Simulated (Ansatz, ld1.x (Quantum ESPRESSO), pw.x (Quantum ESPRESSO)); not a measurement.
Equation-of-state test of one TM potential (Rb)

rubidium (Rb), norm-conserving Troullier–Martins (Kleinman–Bylander form), made with ld1.x (Quantum ESPRESSO) 7.5 (LDA (PW92), scalar-relativistic). Core [Kr], reference 5s1 5p0. Waves: 5p (bound, empty): rc 4.20 bohr; 4d channel at 0.1 Ry: rc 3.70 bohr; 5s (bound): rc 4.20 bohr. Local part: the s channel. Core correction: none.

Atomic tests: cutoffs needed: 6 Ry and 6 Ry (the cutoffs (Ry, on a coarse ladder) from which the occupation-weighted sum of valence levels, in a spherical-Bessel basis at the reference potential, stays within 10 and 1 mRy of its value at 400 Ry); ghost test: no extra level below or beside the all-electron valence levels (p, d, s, f tested) (spherical-Bessel basis up to 400 Ry, 20 bohr box); largest excitation error: +65 meV (all-electron minus pseudo) for 5s0 5p1, out of 2 test configurations.

Crystal test: fcc Rb in pw.x 7.5, no spin, 9³ k-points, Fermi–Dirac smearing 0.01 Ry, cutoffs 35/140 Ry. The reference is all-electron LAPW (Ansatz 0.2.0) with the same functional, mesh and smearing; V0 and B0 come from Birch–Murnaghan fits to the pressures at five volumes. Errors are pseudo minus all-electron; Δ is the rms difference of the E(V) curves that follow from these fits, minima aligned, over ±6 % about the mean V0. Mesh and smearing are coarse, so the numbers serve the comparison and aren't converged zero-temperature values; the lattice is a test structure that the element need not adopt.

All-electron: a0 = 6.782 Å (V0 = 77.97 Å³/atom), B0 = 3.5 GPa.

Task: How far does the potential miss the all-electron equation of state?

Result: mean pressure error (GPa): -0.28. The pressure does not cross zero within the volumes sampled, so no fit is given. This is a poor potential for the solid.

| V (Å³/atom) | P all-electron (GPa) | P pseudo (GPa) |
| --- | --- | --- |
| 74.322 | 0.18 | -0.16 |
| 76.278 | 0.08 | -0.23 |
| 78.234 | -0.01 | -0.29 |
| 80.190 | -0.09 | -0.34 |
| 82.146 | -0.16 | -0.39 |

Task: At the middle volume, how do free energy and pressure move when the wave cutoff is lowered (ecutrho kept at four times it)?

Result:

```
cutoff (Ry)  shift of F (meV/atom)  shift of P (GPa)
         16                   +0.1             +0.00
         21                   +0.0             +0.00
         28                   +0.0             +0.00
```

The run at the middle volume (35 k-points, 6 iterations) took about 5.3 s on one core of a shared host (Intel(R) Xeon(R) Platinum 8559C, 192 threads, 1488 GiB, load 88).
